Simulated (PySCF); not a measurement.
## Ionising OF

PBE0; basis O aug-cc-pVDZ, F aug-cc-pVDZ; no relativity; PySCF 2.14. Neutral (UKS): doublet (π ↑), Re = 1.334 Å, ωe = 1151 cm⁻¹, De = 2.28 eV, HOMO -9.18 eV, LUMO -4.75 eV.

OF⁻ (UKS): singlet (closed shell), Re = 1.493 Å, ωe = 827 cm⁻¹, De = 1.04 eV to O + F⁻. The energies at the minima are -174.73054 hartree for OF and -174.80586 for OF⁻.

Question: Work out the adiabatic electron affinity, without and with harmonic zero-point energies (1 hartree = 27.2114 eV, 1 eV = 8065.5 cm⁻¹), and the change of the bond length.

Answer: At PBE0: 0.07532 hartree = 2.050 eV between the minima; the zero-point term (1151.0 − 827.0)/2 cm⁻¹ = +0.020 eV makes it 2.070 eV. Re changes by +15.9 pm against the neutral. The electron enters a π orbital, and the longer bond of the ion fits an antibonding orbital, or a change in how ionic the bond is.

For an ion De counts to the pair picked by the measured ionisation energies or electron affinities, which need not be the lowest pair at this level. The highest Kohn–Sham level is positive in this anion. Much of that is self-interaction error, but it also means that the finite basis helps to hold the extra electron. States were picked by a PBE0 search and need not be the measured ground states.
